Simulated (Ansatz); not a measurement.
The input, for Ansatz 0.2.0:

```yaml
crystal:
  periodic: [false, false, false]
  atoms:
    - {symbol: Mo, position_ang: [0.000000, 0.000000, 0.000000]}
    - {symbol: Cl, position_ang: [0.000000, 0.000000, 2.280600]}
basis:
  gaussian: {orbitals: def2-SVP}
magnetization: {spin_polarized: true, initial_magnetization: 5}
correlation: {method: ccsd_t, electrons: outside_noble_gas}
output: {forces: true}
```

```sh
$ ansatz run in.yaml --threads 1 --pin off --events-out ev --progress --plain --max-ram 2393MiB
```

The program prints:

```
485 factors; integrals over basis functions are off by at most 1.0e-3 eV
mean field evaluation 1: about -14337.2288 eV, gradient 1.1e1 eV
mean field evaluation 2: about -14337.3455 eV, gradient 1.1e1 eV
mean field evaluation 4: about -14338.8972 eV, gradient 2.3e0 eV
mean field evaluation 8: about -14339.0374 eV, gradient 2.9e-1 eV
mean field evaluation 16: about -14339.0510 eV, gradient 1.3e-6 eV
mean field evaluation 32: about -14338.9078 eV, gradient 4.6e-1 eV
mean field evaluation 64: about -14337.2861 eV, gradient 8.1e-2 eV
mean field evaluation 96: about -14337.5449 eV, gradient 1.9e-2 eV
mean field evaluation 128: about -14337.4933 eV, gradient 2.7e0 eV
mean field evaluation 160: about -14337.8260 eV, gradient 1.6e0 eV
mean field evaluation 192: about -14337.2862 eV, gradient 3.1e-2 eV
mean field -14339.05098219 eV, -526.9504042377 hartree, gradient 1.5e-6 eV, S^2 8.771341; 9 other end points of the search recorded, 0 dependent functions left out
determinant -14339.05098219 eV, -526.9504042377 hartree, with singles and doubles -14344.97781761 eV, -527.1682114218 hartree
determinant -14337.88905410 eV, -526.9077041679 hartree, with singles and doubles -14343.60798160 eV, -527.1178708772 hartree
determinant -14337.54493947 eV, -526.8950581885 hartree, with singles and doubles -14343.28136329 eV, -527.1058678757 hartree
determinant -14337.28628575 eV, -526.8855528395 hartree, with singles and doubles -14342.92196765 eV, -527.0926603296 hartree
9 core orbitals not correlated: weight in the atoms' cores, before any rotation towards them, 0.997 or more for the frozen orbitals, at most 0.002 for the correlated occupied ones
reference -14339.05098219 eV, -526.9504042377 hartree; 9, 4 occupied and 31, 36 virtual orbitals, 485 factors
second order -5.40933192 eV of doubles, -0.00000000 eV of singles
cycle   1  -5.92743207 eV  change   -6.0e-4 eV  update   9.4e-4
cycle   2  -5.92761297 eV  change   -1.8e-4 eV  update   6.1e-4
cycle   3  -5.92787020 eV  change   -2.6e-4 eV  update   3.9e-4
cycle   4  -5.92790497 eV  change   -3.5e-5 eV  update   9.8e-5
cycle   5  -5.92799705 eV  change   -9.2e-5 eV  update   5.2e-5
cycle   6  -5.92803708 eV  change   -4.0e-5 eV  update   3.1e-5
cycle   7  -5.92801221 eV  change    2.5e-5 eV  update   1.6e-5
cycle   8  -5.92800231 eV  change    9.9e-6 eV  update   6.4e-6
cycle   9  -5.92800405 eV  change   -1.7e-6 eV  update   3.0e-6
cycle  10  -5.92800503 eV  change   -9.8e-7 eV  update   1.0e-6
cycle  11  -5.92800521 eV  change   -1.8e-7 eV  update   4.9e-7
perturbative correction -0.14194975 eV, -0.0052165571 hartree
the calculation of the forces begins
Total energy: -14345.12093715 eV, -527.1734709681 hartree
Atom 0 at     0.000000     0.000000     0.000000 Å, force    -0.000000    -0.000000    -0.703965 eV/Å
Atom 1 at     0.000000     0.000000     2.280600 Å, force     0.000000    -0.000000     0.703965 eV/Å
Dipole moment:    -0.000000    -0.000000    -0.897735 e Å
```

Forces (eV/Å):
```
Mo   0.000  0.000 -0.704
Cl   0.000  0.000  0.704
```

Ran on 1 thread of Arm Neoverse V1, shared host: 7.5 s wall, 0.16 GiB peak host memory.
